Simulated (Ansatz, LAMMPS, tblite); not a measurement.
**How well does each level of theory give the lattice parameter c of wurtzite GaN?**

Reference value: 5.185 Å (measured, room temperature, not corrected to a static lattice; as tabulated in Lucero et al. (2012), arXiv:1111.4515).

```json
[
 {"level (code)": "ionic model zapol1997 (shell model, LAMMPS)", "value (Å)": "5.159", "difference (%)": "-0.50"},
 {"level (code)": "GFN2-xTB (tblite)", "value (Å)": "5.158", "difference (%)": "-0.52"},
 {"level (code)": "LDA (Ansatz)", "value (Å)": "5.138", "difference (%)": "-0.91"},
 {"level (code)": "PBE (Ansatz)", "value (Å)": "5.243", "difference (%)": "+1.12"},
 {"level (code)": "PBE-D3(BJ) (Ansatz)", "value (Å)": "5.208", "difference (%)": "+0.44"}
]
```

The reference is not for a static lattice or low temperature, so close values are not ranked against it.

The reference isn't brought to a static lattice, while the calculations are for one, so the differences are not the levels' errors alone.  GFN2-xTB: the method was fitted mainly to molecules. GFN2-xTB: the run uses a supercell at the zone centre in place of a k mesh. Cutoffs and k meshes differ between the levels. Ansatz's density-functional and Hartree–Fock values are scalar-relativistic unless marked +SOC, with PAW data made under PBE.

Empirical potentials (ionic model zapol1997) are fitted to chosen data: where that held the value shown, agreement is built in, and what lay outside the fit can be far off.

Differences are worked out from the printed values.

Ansatz is a quantum-chemistry and plane-wave program.
